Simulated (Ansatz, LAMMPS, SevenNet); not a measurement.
# Cohesive energy of hcp Be: levels of theory against measurement

Reference value: 3.32 eV/atom (measured, 0 K, copied from a table, unchecked, 0 K, 1 atm; zero-point vibration energy not added; as tabulated in Kittel's textbook).

| level (code) | value (eV/atom) | cell (Å³/atom) |
|---|---|---|
| Lennard-Jones uff-vdw (LAMMPS) | 0.03 | 13.41 |
| SevenNet-l3i5 (SevenNet) | 3.53 | 7.94 |
| PBE (Ansatz) | 3.73 | 7.91 |
| r²SCAN (Ansatz) | 3.80 | 7.91 |
| HSE06 (Ansatz) | ? | 7.87 |

Q: Some entries are withheld; supply them.

A: 
- HSE06 (Ansatz, a quantum-chemistry and plane-wave program), value (eV/atom): 3.70

Differences against the reference: Lennard-Jones uff-vdw -3.29 eV/atom, SevenNet-l3i5 +0.21 eV/atom, PBE +0.41 eV/atom, r²SCAN +0.48 eV/atom, HSE06 +0.38 eV/atom.

Leaving aside Lennard-Jones uff-vdw, SevenNet-l3i5, which can be fitted to such values or carry a doubt: Nearest, and alike: HSE06 (+0.38 eV/atom), PBE (+0.41 eV/atom). r²SCAN (+0.48 eV/atom) misses by most. Within 0.5 eV/atom: PBE, r²SCAN, HSE06. The lowest first-principles rung that does so: DFT without exact exchange (PBE, r²SCAN).

The measured value isn't corrected to a static lattice, so vibrations enter the comparison.  Lennard-Jones uff-vdw: this is a force field's van der Waals term alone, without bonds or charges. SevenNet-l3i5: free atoms can lie outside what these potentials were trained on. Each level is taken at its own relaxed cell. Cutoffs and k meshes differ between the levels. Ansatz's density-functional and Hartree–Fock values are scalar-relativistic unless marked +SOC, with PAW data made under PBE.

Machine-learned potentials (SevenNet-l3i5) are trained on DFT data, which may include these solids.

Differences are worked out from the printed values.
